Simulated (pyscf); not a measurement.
## Routes from •H₂C–F (SMILES [CH2]F) + CH₄ (SMILES C)

Candidate steps break at most two bonds and form at most two. Each was searched with GFN2-xTB (tblite) first. PySCF, gas phase, ωB97X-D3(BJ)/def2-SVP geometries. Energies: ωB97M-D3(BJ)/def2-TZVP, kJ/mol, from the separated reactants, doublet surface; ΔG‡ with ideal gas, 1 atm, RRHO with modes under 100 cm⁻¹ raised to 100, one conformer, R ln 2 for chiral ones without a mode under 150 cm⁻¹.

```tsv
products	type	ΔE‡	ΔE	ΔG‡ 298 K	ΔG‡ 900 K	ν‡ (cm⁻¹)
H₃C–F + CH₃•	hydrogen abstraction	80.8	+20.4	107.8	175.9	1807i
H₃C–CH₂–F + H•	substitution at C	253.1	+55.0	281.4	362.4	903i
```

Plain bond fissions and candidates not yet searched are not listed, and one of them may be faster. Each barrier is that of the saddle found; lower ones may exist.
